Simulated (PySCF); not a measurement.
# silicon dioxide (SiO2): electronic excitations at several levels of theory, part 2 of 2

PySCF 2.14.0. Atoms count from 0. Earlier steps stand in the parts before.

### Step 10. Ultraviolet spectrum: wB97X-D/def2-SVPD

Job settings and geometry (Å):

```
{"job": {"kind": "uv", "xc": "wB97X-D", "basis": "def2-SVPD", "ip": true}, "charge": 0, "multiplicity": 1}
O     -1.515192     0.120229     0.009535
Si     0.002093     0.069965    -0.014989
O      1.519659     0.017916    -0.039546
```

Level: TDDFT wB97X-D/def2-SVPD, vertical, gas phase, core orbitals frozen in the response.

The log of the run:

```text
coarse grid: 3800 points
cycle   1  E = -439.3381516265  dE =  3.424e-01  |g| = 1.112e+00  |ddm| = 2.299e+00
cycle   2  E = -438.9134977527  dE =  4.247e-01  |g| = 1.857e+00  |ddm| = 2.524e+00
cycle   3  E = -439.6088376581  dE = -6.953e-01  |g| = 3.304e-02  |ddm| = 1.624e+00
cycle   4  E = -439.6091312345  dE = -2.936e-04  |g| = 8.750e-03  |ddm| = 7.570e-02
cycle   5  E = -439.6091624893  dE = -3.125e-05  |g| = 2.524e-03  |ddm| = 1.424e-02
cycle   6  E = -439.6091663603  dE = -3.871e-06  |g| = 1.708e-03  |ddm| = 7.569e-03
final grid: 34344 points
cycle   7  E = -439.6767303948  dE = -2.065e-05  |g| = 3.866e-03  |ddm| = 9.499e-02
cycle   8  E = -439.6767262591  dE =  4.136e-06  |g| = 6.109e-03  |ddm| = 1.079e-02
cycle   9  E = -439.6767335008  dE = -7.242e-06  |g| = 5.007e-04  |ddm| = 4.059e-03
cycle  10  E = -439.6767335362  dE = -3.534e-08  |g| = 3.976e-04  |ddm| = 1.137e-03
cycle  11  E = -439.6767335663  dE = -3.013e-08  |g| = 5.252e-05  |ddm| = 3.713e-04
cycle  12  E = -439.6767335671  dE = -8.417e-10  |g| = 7.238e-06  |ddm| = 1.457e-04
converged SCF energy = -439.6767335671

Static polarisability (au): isotropic 29.352, principal 24.735 24.735 38.586

Singlet excitations
state   eV       nm        f      main configurations
  1   4.5868    270.3   0.00000   H->L 0.97
  2   4.5869    270.3   0.00000   H-1->L 0.97
  3   6.0289    205.6   0.07965   H-2->L 0.98
  4   6.0290    205.6   0.07965   H-3->L 0.98
  5   6.4967    190.8   0.05595   H-4->L 0.82, H->L+2 0.09, H-1->L+1 0.09
  6   7.2570    170.8   0.00000   H->L+1 0.50, H-1->L+2 0.50
  7   7.4377    166.7   0.00000   H-1->L+2 0.47, H->L+1 0.47
  8   7.4378    166.7   0.00000   H-1->L+1 0.47, H->L+2 0.47
  9   8.2573    150.2   0.00000   H-5->L 0.82, H-2->L+2 0.08, H-3->L+1 0.08
 10   8.3849    147.9   0.00000   H-2->L+1 0.49, H-3->L+2 0.49

Triplet excitations (Tamm-Dancoff, eV): 4.1919 4.1920 5.1962 5.1962
Vertical ionisation energy (delta-SCF) = 12.7299 eV
Vertical electron affinity (delta-SCF) = 1.4461 eV
```

Wall time 6.1 s (1 thread of Arm Neoverse V1, shared host); peak memory 0.3 GiB.

This run: HOMO -11.98 eV, LUMO -1.75 eV; lowest singlet 4.59 eV.

### Step 11. Excited states and response: LC-wPBE/def2-SVPD

Job settings and geometry (Å):

```
{"job": {"kind": "uv", "xc": "LC-wPBE", "basis": "def2-SVPD", "ip": true}, "charge": 0, "multiplicity": 1}
O     -1.515192     0.120229     0.009535
Si     0.002093     0.069965    -0.014989
O      1.519659     0.017916    -0.039546
```

Method: TDDFT LC-wPBE/def2-SVPD, vertical, gas phase, core orbitals frozen in the response.

The log of the run:

```text
coarse grid: 3800 points
cycle   1  E = -439.2027118633  dE =  2.878e-01  |g| = 1.082e+00  |ddm| = 2.355e+00
cycle   2  E = -438.9598131783  dE =  2.429e-01  |g| = 1.604e+00  |ddm| = 2.403e+00
cycle   3  E = -439.4577449145  dE = -4.979e-01  |g| = 3.974e-02  |ddm| = 1.421e+00
cycle   4  E = -439.4582388900  dE = -4.940e-04  |g| = 1.111e-02  |ddm| = 9.388e-02
cycle   5  E = -439.4583246202  dE = -8.573e-05  |g| = 3.460e-03  |ddm| = 3.108e-02
cycle   6  E = -439.4583365936  dE = -1.197e-05  |g| = 1.361e-03  |ddm| = 1.419e-02
cycle   7  E = -439.4583371970  dE = -6.034e-07  |g| = 1.274e-03  |ddm| = 2.338e-03
final grid: 34344 points
cycle   8  E = -439.5446993318  dE = -1.005e-05  |g| = 2.769e-03  |ddm| = 4.185e-02
cycle   9  E = -439.5446978490  dE =  1.483e-06  |g| = 3.859e-03  |ddm| = 3.924e-03
cycle  10  E = -439.5447008506  dE = -3.002e-06  |g| = 3.244e-04  |ddm| = 2.330e-03
cycle  11  E = -439.5447008303  dE =  2.029e-08  |g| = 1.699e-04  |ddm| = 7.332e-04
cycle  12  E = -439.5447008356  dE = -5.337e-09  |g| = 4.677e-05  |ddm| = 2.335e-04
cycle  13  E = -439.5447008362  dE = -5.992e-10  |g| = 5.370e-06  |ddm| = 7.812e-05
converged SCF energy = -439.5447008362

Static polarisability (au): isotropic 28.611, principal 24.117 24.117 37.599

Singlet excitations
state   eV       nm        f      main configurations
  1   4.8251    257.0   0.00000   H->L 0.96
  2   4.8251    257.0   0.00000   H-1->L 0.96
  3   6.3606    194.9   0.08532   H-2->L 0.95
  4   6.3607    194.9   0.08532   H-3->L 0.95
  5   6.6997    185.1   0.05657   H-4->L 0.81, H->L+2 0.08, H-1->L+1 0.08
  6   7.4763    165.8   0.00000   H->L+1 0.49, H-1->L+2 0.49
  7   7.6801    161.4   0.00000   H-1->L+2 0.46, H->L+1 0.46
  8   7.6802    161.4   0.00000   H-1->L+1 0.46, H->L+2 0.46
  9   8.4916    146.0   0.00000   H-5->L 0.82
 10   8.6678    143.0   0.00000   H-2->L+1 0.48, H-3->L+2 0.48

Triplet excitations (Tamm-Dancoff, eV): 4.3331 4.3331 5.3355 5.3355
Vertical ionisation energy (delta-SCF) = 13.0141 eV
Vertical electron affinity (delta-SCF) = 1.5318 eV
```

It took 8.2 s on 1 thread of Arm Neoverse V1, shared host; peak memory 0.3 GiB.

Key values: HOMO -12.89 eV, LUMO -1.31 eV; lowest singlet 4.83 eV.

### Step 12. TDDFT and polarisability: PBE0/6-31G*

Job settings and geometry (Å):

```
{"job": {"kind": "uv", "xc": "PBE0", "basis": "6-31G*"}, "charge": 0, "multiplicity": 1}
O     -1.515192     0.120229     0.009535
Si     0.002093     0.069965    -0.014989
O      1.519659     0.017916    -0.039546
```

Method: TDDFT PBE0/6-31G*, vertical, gas phase, core orbitals frozen in the response.

The log of the run:

```text
coarse grid: 3800 points
cycle   1  E = -439.3382488649  dE =  5.240e-01  |g| = 1.201e+00  |ddm| = 2.146e+00
cycle   2  E = -438.1504790171  dE =  1.188e+00  |g| = 2.567e+00  |ddm| = 2.670e+00
cycle   3  E = -439.6542547744  dE = -1.504e+00  |g| = 7.125e-02  |ddm| = 1.952e+00
cycle   4  E = -439.6560163715  dE = -1.762e-03  |g| = 2.499e-02  |ddm| = 1.257e-01
cycle   5  E = -439.6561552349  dE = -1.389e-04  |g| = 8.324e-03  |ddm| = 2.961e-02
cycle   6  E = -439.6561572219  dE = -1.987e-06  |g| = 7.467e-03  |ddm| = 8.044e-03
cycle   7  E = -439.6561688127  dE = -1.159e-05  |g| = 9.632e-04  |ddm| = 4.669e-03
cycle   8  E = -439.6561689923  dE = -1.795e-07  |g| = 1.412e-04  |ddm| = 5.881e-04
final grid: 34344 points
cycle   9  E = -439.6238120533  dE =  9.695e-06  |g| = 9.039e-03  |ddm| = 9.412e-03
cycle  10  E = -439.6237555504  dE =  5.650e-05  |g| = 1.894e-02  |ddm| = 1.768e-02
cycle  11  E = -439.6238283069  dE = -7.276e-05  |g| = 2.710e-04  |ddm| = 1.241e-02
cycle  12  E = -439.6238283259  dE = -1.899e-08  |g| = 1.127e-05  |ddm| = 3.357e-04
cycle  13  E = -439.6238283258  dE =  6.889e-11  |g| = 2.452e-05  |ddm| = 2.908e-05
converged SCF energy = -439.6238283258

Static polarisability (au): isotropic 22.733, principal 17.365 17.365 33.469

Singlet excitations
state   eV       nm        f      main configurations
  1   4.2126    294.3   0.00000   H->L 1.00
  2   4.2126    294.3   0.00000   H-1->L 1.00
  3   5.7433    215.9   0.08754   H-2->L 0.99
  4   5.7433    215.9   0.08754   H-3->L 0.99
  5   6.2024    199.9   0.03578   H-4->L 0.81, H->L+2 0.10, H-1->L+1 0.10
  6   6.8578    180.8   0.00000   H->L+1 0.50, H-1->L+2 0.50
  7   7.0941    174.8   0.00000   H-1->L+2 0.50, H->L+1 0.50
  8   7.0942    174.8   0.00000   H-1->L+1 0.50, H->L+2 0.50
  9   8.0251    154.5   0.00000   H-5->L 0.80, H-2->L+2 0.10, H-3->L+1 0.10
 10   8.0679    153.7   0.00000   H-2->L+1 0.50, H-3->L+2 0.50

Triplet excitations (Tamm-Dancoff, eV): 3.7446 3.7447 4.7438 4.7438
```

Wall time 1 s (1 thread of Arm Neoverse V1, shared host); peak memory 0.3 GiB.

This run: HOMO -9.55 eV, LUMO -3.26 eV; lowest singlet 4.21 eV.

### Step 13. Ultraviolet spectrum: PBE0/def2-SVP

Job settings and geometry (Å):

```
{"job": {"kind": "uv", "xc": "PBE0", "basis": "def2-SVP"}, "charge": 0, "multiplicity": 1}
O     -1.515192     0.120229     0.009535
Si     0.002093     0.069965    -0.014989
O      1.519659     0.017916    -0.039546
```

Method: TDDFT PBE0/def2-SVP, vertical, gas phase, core orbitals frozen in the response.

The log of the run:

```text
coarse grid: 3800 points
cycle   1  E = -439.0417761507  dE =  5.075e-01  |g| = 1.214e+00  |ddm| = 2.318e+00
cycle   2  E = -437.8038874932  dE =  1.238e+00  |g| = 2.620e+00  |ddm| = 2.858e+00
cycle   3  E = -439.3645508205  dE = -1.561e+00  |g| = 7.171e-02  |ddm| = 2.073e+00
cycle   4  E = -439.3663109095  dE = -1.760e-03  |g| = 2.535e-02  |ddm| = 1.349e-01
cycle   5  E = -439.3664489043  dE = -1.380e-04  |g| = 8.580e-03  |ddm| = 3.851e-02
cycle   6  E = -439.3664514859  dE = -2.582e-06  |g| = 7.530e-03  |ddm| = 8.058e-03
cycle   7  E = -439.3664632621  dE = -1.178e-05  |g| = 9.669e-04  |ddm| = 4.653e-03
cycle   8  E = -439.3664634426  dE = -1.805e-07  |g| = 1.340e-04  |ddm| = 6.799e-04
final grid: 34344 points
cycle   9  E = -439.4345513073  dE =  9.147e-06  |g| = 1.007e-02  |ddm| = 1.378e-02
cycle  10  E = -439.4344818143  dE =  6.949e-05  |g| = 2.107e-02  |ddm| = 2.066e-02
cycle  11  E = -439.4345712636  dE = -8.945e-05  |g| = 4.398e-04  |ddm| = 1.493e-02
cycle  12  E = -439.4345713109  dE = -4.727e-08  |g| = 2.020e-05  |ddm| = 7.032e-04
cycle  13  E = -439.4345713108  dE =  2.376e-11  |g| = 2.202e-05  |ddm| = 2.413e-05
converged SCF energy = -439.4345713108

Static polarisability (au): isotropic 22.483, principal 17.555 17.555 32.338

Singlet excitations
state   eV       nm        f      main configurations
  1   4.3588    284.4   0.00000   H->L 1.00
  2   4.3588    284.4   0.00000   H-1->L 1.00
  3   5.8837    210.7   0.08894   H-2->L 0.99
  4   5.8837    210.7   0.08894   H-3->L 0.99
  5   6.2798    197.4   0.03180   H-4->L 0.80, H->L+2 0.10, H-1->L+1 0.10
  6   6.9023    179.6   0.00000   H->L+1 0.50, H-1->L+2 0.50
  7   7.1315    173.9   0.00000   H-1->L+2 0.49, H->L+1 0.49
  8   7.1316    173.9   0.00000   H-1->L+1 0.49, H->L+2 0.49
  9   8.0088    154.8   0.00000   H-5->L 0.81, H-2->L+2 0.09, H-3->L+1 0.09
 10   8.1055    153.0   0.00000   H-2->L+1 0.50, H-3->L+2 0.50

Triplet excitations (Tamm-Dancoff, eV): 3.8833 3.8833 4.8722 4.8722
```

It took 0.96 s on 1 thread of Arm Neoverse V1, shared host; peak memory 0.3 GiB.

This run: HOMO -9.58 eV, LUMO -3.15 eV; lowest singlet 4.36 eV.

### Step 14. Ultraviolet spectrum: PBE0/def2-TZVP

Job settings and geometry (Å):

```
{"job": {"kind": "uv", "xc": "PBE0", "basis": "def2-TZVP"}, "charge": 0, "multiplicity": 1}
O     -1.515192     0.120229     0.009535
Si     0.002093     0.069965    -0.014989
O      1.519659     0.017916    -0.039546
```

With the program's defaults for keys left out, this is: TDDFT PBE0/def2-TZVP, vertical, gas phase, core orbitals frozen in the response.

The log of the run:

```text
coarse grid: 3800 points
cycle   1  E = -439.4248656651  dE =  4.917e-01  |g| = 1.235e+00  |ddm| = 1.987e+00
cycle   2  E = -438.0888283255  dE =  1.336e+00  |g| = 2.777e+00  |ddm| = 2.100e+00
cycle   3  E = -439.7345458210  dE = -1.646e+00  |g| = 7.770e-02  |ddm| = 1.538e+00
cycle   4  E = -439.7363753100  dE = -1.829e-03  |g| = 3.040e-02  |ddm| = 1.089e-01
cycle   5  E = -439.7365562065  dE = -1.809e-04  |g| = 9.746e-03  |ddm| = 2.966e-02
cycle   6  E = -439.7365647083  dE = -8.502e-06  |g| = 6.697e-03  |ddm| = 5.963e-03
cycle   7  E = -439.7365732350  dE = -8.527e-06  |g| = 1.147e-03  |ddm| = 3.229e-03
final grid: 34344 points
cycle   8  E = -439.7391844594  dE =  1.118e-05  |g| = 1.216e-02  |ddm| = 1.187e-02
cycle   9  E = -439.7390853345  dE =  9.912e-05  |g| = 2.607e-02  |ddm| = 1.723e-02
cycle  10  E = -439.7392099691  dE = -1.246e-04  |g| = 1.270e-03  |ddm| = 1.261e-02
cycle  11  E = -439.7392101265  dE = -1.574e-07  |g| = 8.658e-04  |ddm| = 9.191e-04
cycle  12  E = -439.7392102725  dE = -1.460e-07  |g| = 5.418e-05  |ddm| = 4.218e-04
cycle  13  E = -439.7392102731  dE = -5.582e-10  |g| = 3.845e-06  |ddm| = 2.920e-05
converged SCF energy = -439.7392102731

Static polarisability (au): isotropic 26.871, principal 21.914 21.914 36.785

Singlet excitations
state   eV       nm        f      main configurations
  1   4.3270    286.5   0.00000   H->L 0.99
  2   4.3270    286.5   0.00000   H-1->L 0.99
  3   5.6670    218.8   0.07171   H-2->L 0.99
  4   5.6670    218.8   0.07171   H-3->L 0.99
  5   6.2536    198.3   0.05095   H-4->L 0.81, H->L+2 0.09, H-1->L+1 0.09
  6   7.0580    175.7   0.00000   H->L+1 0.49, H-1->L+2 0.49
  7   7.2352    171.4   0.00000   H-1->L+2 0.47, H->L+1 0.47
  8   7.2352    171.4   0.00000   H-1->L+1 0.47, H->L+2 0.47
  9   7.9869    155.2   0.00000   H-5->L 0.81, H-2->L+2 0.09, H-3->L+1 0.09
 10   8.1052    153.0   0.00000   H-2->L+1 0.49, H-3->L+2 0.49

Triplet excitations (Tamm-Dancoff, eV): 3.8750 3.8750 4.7313 4.7313
```

It took 2.1 s on 1 thread of Arm Neoverse V1, shared host; peak memory 0.33 GiB.

Key values: HOMO -9.92 eV, LUMO -3.52 eV; lowest singlet 4.33 eV.

### Step 15. Comparing the runs: electronic excitations

Excitations and ground-state properties, with basis size and wall time:

| run | lowest singlet (eV) | brightest (eV) | f | gap (eV) | α (Å³) | μ (D) | functions | time |
| --- | --- | --- | --- | --- | --- | --- | --- | --- |
| HF/def2-SVPD | 5.39 | 6.98 | 0.099 | 13.60 | 3.78 | 0.01 | 70 | 1 s |
| LDA/def2-SVPD | 4.19 | 5.47 | 0.063 | 4.02 | 4.61 | 0.00 | 70 | 5.6 s |
| PBE/def2-SVPD | 4.17 | 5.43 | 0.065 | 4.03 | 4.64 | 0.00 | 70 | 7.5 s |
| B3LYP/def2-SVPD | 4.34 | 5.72 | 0.070 | 5.93 | 4.43 | 0.00 | 70 | 8.3 s |
| PBE0/def2-SVPD | 4.48 | 5.86 | 0.074 | 6.50 | 4.36 | 0.00 | 70 | 6 s |
| BHandHLYP/def2-SVPD | 4.72 | 6.22 | 0.079 | 8.87 | 4.13 | 0.01 | 70 | 5.3 s |
| CAM-B3LYP/def2-SVPD | 4.51 | 6.01 | 0.075 | 8.94 | 4.33 | 0.01 | 70 | 6.6 s |
| wB97X-D/def2-SVPD | 4.59 | 6.03 | 0.080 | 10.23 | 4.35 | 0.01 | 70 | 6.1 s |
| LC-wPBE/def2-SVPD | 4.83 | 6.36 | 0.085 | 11.58 | 4.24 | 0.01 | 70 | 8.2 s |
| PBE0/6-31G* | 4.21 | 5.74 | 0.088 | 6.29 | 3.37 | 0.00 | 46 | 1 s |
| PBE0/def2-SVP | 4.36 | 5.88 | 0.089 | 6.44 | 3.33 | 0.00 | 46 | 0.96 s |
| PBE0/def2-TZVP | 4.33 | 5.67 | 0.072 | 6.40 | 3.98 | 0.00 | 99 | 2.1 s |

Measured dipole: 0.00 D (gas; NIST CCCBDB Release 22 (SRD 101), experimental dipoles).

### Step 16. Outcome

The summary covers parts 1 to 2.

| quantity | value |
| --- | --- |
| point group | Dinfh |
| rotational constants (main isotopes) | 6.85, 6.85 GHz |
| lowest singlet (HF/def2-SVPD) | 5.39 eV (230 nm), f = 0.000 |
| brightest single state of those computed | state 4, 6.98 eV, f = 0.099 |
| lowest triplet | 4.89 eV |
| range of the lowest singlet | 4.17 to 5.39 eV |

Single values in the summary come from the first run of each kind that ended normally (HF/def2-SVPD), which need not be the best level. The start was shaken at random, so part of the energy gained undoes that. The optimisation took 4 steps and gained 0.599 eV; among the close pairs (by a distance rule), O0–Si1 changed most, from 1.411 to 1.518 Å. No frequency check was run at this level, so the end point may be a saddle. The lowest singlet, at 5.39 eV, is HOMO−1→LUMO 0.84, HOMO−1→LUMO+3 0.12 and is dark; of the 10 states computed, the strongest absorption comes from states 3 to 4 together at 6.98 eV. The lowest triplet lies 0.50 eV below the lowest singlet (triplets in Tamm-Dancoff, singlets in full TDDFT). The dipole moment, 0.01 D, compares with 0.00 D measured. The lowest singlet runs from 4.17 eV (PBE/def2-SVPD) to 5.39 eV (HF/def2-SVPD), while the orbital gap spans 4.02 to 13.60 eV. The lowest state need not be the same one in every run. The runs solved for a few states only, so the brightest column depends on that window.
